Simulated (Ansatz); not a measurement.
Consider the isomerisation: `C/C=C\C(C)C` → `C/C=C\CCC`.

Program: Ansatz. Geometries: PBE0-D4/def2-TZVP. ΔE: electronic, gas phase. CCSD(T)/CBS is the MP2 limit (def2-TZVPP, def2-QZVPP) plus CCSD(T) − MP2 in def2-TZVPP, frozen cores. Double bonds are as drawn, so ΔE can hold a change between cis and trans. DFT in def2-TZVPP. B3LYP here is the variant with VWN-RPA as its local correlation; programs differ in this. One conformer a species, not always the lowest.

```json
{"level": "PBE-D4", "ΔE (kJ/mol)": "2.7"}
{"level": "B3LYP-D4", "ΔE (kJ/mol)": "2.8"}
{"level": "r2SCANh-D4", "ΔE (kJ/mol)": "3.4"}
{"level": "ωB97X-V", "ΔE (kJ/mol)": "3.2"}
{"level": "B3LYP", "ΔE (kJ/mol)": "2.8"}
{"level": "BHLYP", "ΔE (kJ/mol)": "3.0"}
{"level": "MP2/def2-TZVPP", "ΔE (kJ/mol)": "5.7"}
{"level": "SCS-MP2/def2-QZVPP", "ΔE (kJ/mol)": "4.9"}
```

Problem. What does CCSD(T)/CBS give? (Estimate.)

Solution. Ansatz gave: +4.3 kJ/mol. The listed levels differ from it by -1.6, -1.5, -0.9, -1.1, -1.5, -1.3, 1.4, 0.6 kJ/mol.

Largest T1 diagnostic among the species: 0.009.

Leaving LDA and LC-ωPBE aside and taking each functional with its dispersion term where it has one, the values, not all of them listed here, spread over 1.4 kJ/mol, from HSE06-D4 to PBE-QIDH.
